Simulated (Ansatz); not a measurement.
Input file:

```yaml
crystal:
  periodic: [false, false, false]
  atoms:
    - {symbol: B, position_ang: [0.000000, -0.842273, 1.613915]}
    - {symbol: C, position_ang: [0.000000, 0.542660, 1.341522]}
    - {symbol: Ga, position_ang: [0.000000, 0.014935, -0.506930]}
    - {symbol: H, position_ang: [0.000000, 1.534624, 1.769961]}
basis:
  gaussian: {orbitals: cc-pVDZ}
magnetization: {spin_polarized: false, initial_magnetization: 5}
correlation: {method: ccsdt_q, electrons: outside_noble_gas}
```

```sh
$ ansatz run in.yaml --threads 1 --pin off --events-out ev --progress --plain --max-ram 2393MiB
```

The program prints:

```
1167 factors; integrals over basis functions are off by at most 2.4e-7 eV
mean field evaluation 1: about -54041.6647 eV, gradient 1.3e1 eV
mean field evaluation 2: about -54041.7474 eV, gradient 1.3e1 eV
mean field evaluation 4: about -54043.9168 eV, gradient 2.6e0 eV
mean field evaluation 8: about -54044.0490 eV, gradient 5.8e-1 eV
mean field evaluation 16: about -54044.0603 eV, gradient 2.8e-6 eV
mean field evaluation 32: about -54043.2177 eV, gradient 2.2e-4 eV
mean field evaluation 64: about -54042.4762 eV, gradient 3.2e-1 eV
mean field evaluation 96: about -54041.8513 eV, gradient 4.1e-2 eV
mean field evaluation 128: about -54038.9040 eV, gradient 2.0e0 eV
mean field evaluation 160: about -54041.8513 eV, gradient 8.9e-3 eV
...
cycle  12  -5.85223883 eV  change    6.4e-5 eV  update   2.6e-4
cycle  13  -5.85240461 eV  change   -1.7e-4 eV  update   1.6e-4
cycle  14  -5.85232597 eV  change    7.9e-5 eV  update   8.8e-5
cycle  15  -5.85226977 eV  change    5.6e-5 eV  update   4.4e-5
cycle  16  -5.85226662 eV  change    3.2e-6 eV  update   2.3e-5
cycle  17  -5.85226966 eV  change   -3.0e-6 eV  update   1.2e-5
cycle  18  -5.85226933 eV  change    3.3e-7 eV  update   5.6e-6
cycle  19  -5.85226953 eV  change   -2.0e-7 eV  update   3.3e-6
cycle  20  -5.85226812 eV  change    1.4e-6 eV  update   1.9e-6
cycle  21  -5.85226783 eV  change    2.9e-7 eV  update   1.2e-6
perturbative correction -0.01447767 eV, -0.0005320446 hartree
Total energy: -54049.92703035 eV, -1986.2981820092 hartree
```

Ran on 1 thread of Intel Xeon, shared host: 2.6 min wall, 0.55 GiB peak host memory.
